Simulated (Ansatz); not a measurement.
SiMe2H2 (C₂H₈Si), relaxed as a singlet with RKS PBE0-D4/def2-TZVP in Ansatz, starting from the GFN2-xTB geometry. Force threshold 0.02 eV/Å.

Start:

```csv
atom,x (Å),y (Å),z (Å)
C1,-0.692,-1.069,0.941
C2,0.992,0.510,-1.124
Si3,-0.349,0.651,0.213
H4,-1.433,-1.019,1.733
H5,0.208,-1.510,1.362
H6,-1.067,-1.752,0.184
H7,1.200,1.476,-1.574
H8,0.691,-0.164,-1.921
H9,1.925,0.134,-0.712
H10,0.108,1.555,1.276
H11,-1.582,1.188,-0.379
```

Problem. Estimate the energy that the relaxation releases and the steps that it takes.

Solution. 0.7 kcal/mol, in 4 steps; 18 s on 2 threads of AMD EPYC 7R43 on a shared host. No frequencies were taken in this run, so the end may be a saddle point.

Problem. Does the start keep its bonding and symmetry?

Solution. By distances, no bond broke or formed. The bond that changes most is C1–Si3, from 1.90 to 1.87 Å (atoms count from 1). Point group C2 at the start, C2v at the end, both within 0.05 Å.

Problem. Predict the relaxed structure.

Solution. 
```xyz
11

C    -0.692   -1.067    0.944
C     0.988    0.512   -1.126
Si   -0.328    0.612    0.201
H    -1.456   -0.993    1.721
H     0.206   -1.498    1.395
H    -1.053   -1.762    0.181
H     1.188    1.498   -1.553
H     0.676   -0.149   -1.938
H     1.926    0.126   -0.719
H     0.122    1.543    1.276
H    -1.578    1.178   -0.382
```
Bond lengths: 2 × C–Si 1.87 Å; 6 × C–H 1.09 Å; 2 × H–Si 1.49 Å.
